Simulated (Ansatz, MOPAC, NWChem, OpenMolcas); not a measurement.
# BHF2 (SMILES FBF): methods side by side

BHF2 has 4 atoms, charge 0, and is taken as a singlet. SMILES: `FBF`. The coordinates come from a PBE0-D4/def2-TZVP relaxation.

Quantity: the HOMO–LUMO gap, in eV. The values are calculated.

```tsv
level	kind	program	value (eV)
MNDO	semi-empirical	MOPAC	15.30
HF/def2-TZVPP	Hartree–Fock	Ansatz	18.12
SVWN5/def2-TZVPP	LDA	Ansatz	7.52
PBE/def2-TZVPP	GGA	Ansatz	7.74
TPSS/def2-TZVPP	meta-GGA	OpenMolcas	8.20
r2SCAN/def2-TZVPP	meta-GGA	NWChem	8.63
BHLYP/def2-TZVPP	global hybrid	NWChem	13.22
r2SCAN0/def2-TZVPP	hybrid meta-GGA	Ansatz	11.13
wB97X/def2-TZVPP	range-separated hybrid	NWChem	15.45
B2PLYP/def2-TZVPP	double hybrid	OpenMolcas	13.51
```

The values span 7.52 to 18.12 eV. Orbital gaps aren't excitation energies, and those of double hybrids come from the SCF part alone; they tend to grow with the share of exact exchange.
